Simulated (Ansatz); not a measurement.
Start from `CCOCF` and change one atom or group to get `COCF`.

Ansatz, PBE0-D4/def2-TZVP geometries, multiplicity 1. Each molecule was computed in one conformer, which needn't be the lowest.

| property | `CCOCF` |
| --- | --- |
| HOMO–LUMO gap (PBE/def2-TZVPP) / eV | 7.33 |
| HOMO–LUMO gap (PBE0/def2-TZVPP) / eV | 9.73 |
| HOMO energy (B3LYP/def2-TZVPP) / eV | -8.11 |
| ideal-gas entropy at 298 K and 1 bar (rigid rotor, harmonic PBE0-D4/def2-TZVP) / J/(mol·K) | 323 |
| HOMO energy (PBE/def2-TZVPP) / eV | -6.72 |
| HOMO–LUMO gap (B3LYP/def2-TZVPP) / eV | 9.15 |

Question: What does the change do to each property? (An estimate is asked.)

Answer: Ansatz gave: 
```
                                                                                  property  `COCF`  shift
                                                       HOMO–LUMO gap (PBE/def2-TZVPP) / eV    7.54   0.21
                                                      HOMO–LUMO gap (PBE0/def2-TZVPP) / eV   10.00   0.27
                                                       HOMO energy (B3LYP/def2-TZVPP) / eV   -8.21  -0.10
ideal-gas entropy at 298 K and 1 bar (rigid rotor, harmonic PBE0-D4/def2-TZVP) / J/(mol·K)     291    -32
                                                         HOMO energy (PBE/def2-TZVPP) / eV   -6.81  -0.09
                                                     HOMO–LUMO gap (B3LYP/def2-TZVPP) / eV    9.40   0.25
```

With PBE0 the HOMO falls by 0.11 eV and the LUMO rises by 0.15 eV, so the gap widens by about 0.26 eV. PBE moves the HOMO by -0.09 eV and ωB97M-V by -0.12 eV. The zero-point energy changes by -74.6 kJ/mol with -9 modes.

B3LYP here is the variant with VWN-RPA as its local correlation; programs differ in this.
